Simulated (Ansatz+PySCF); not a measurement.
# singlet C3H6: levels of theory in one basis

```yaml
atoms:
  - { symbol: C, position_ang: [0.8657, 0.0000, 0.0000] }
  - { symbol: C, position_ang: [-0.4329, 0.7497, 0.0000] }
  - { symbol: C, position_ang: [-0.4329, -0.7497, 0.0000] }
  - { symbol: H, position_ang: [1.4622, 0.0000, 0.9165] }
  - { symbol: H, position_ang: [1.4622, 0.0000, -0.9165] }
  - { symbol: H, position_ang: [-0.7311, 1.2663, -0.9165] }
  - { symbol: H, position_ang: [-0.7311, 1.2663, 0.9165] }
  - { symbol: H, position_ang: [-0.7311, -1.2663, 0.9165] }
  - { symbol: H, position_ang: [-0.7311, -1.2663, -0.9165] }
```

Basis set: def2-SVP (spherical functions). Left uncorrelated: 3 orbitals. Charge 0, multiplicity 1.

Computed with Ansatz (development build ahead of 0.2.0); each method stands on the lowest determinant of its kind that the runs found. NEVPT2 correlates all electrons. Active spaces start from the frontier orbitals, and the lowest solution found is given.

```tsv
method	E − E(RHF) (eV)	<S²> of the determinant
RHF	0.00	0.00
RHF-CCSD	-12.57	–
RHF-CCSD(T)	-12.95	–
CASSCF(2,2)	-0.44	–
SC-NEVPT2(2,2)	-11.67	–
```

**Question.** What does RHF-MP2 give on the same scale?

**Answer.** -11.53 eV.

**Question.** Is a single determinant a sound starting point here?

**Answer.** By this sign, yes. Unrestricted orbitals gain 0.00 eV and <S²> is 0.00 against 0.00 for a pure state. The CASSCF(2,2) natural occupations are 1.98, 0.02.

Caution for CASSCF(2,2): other starts end on other solutions of this active space.
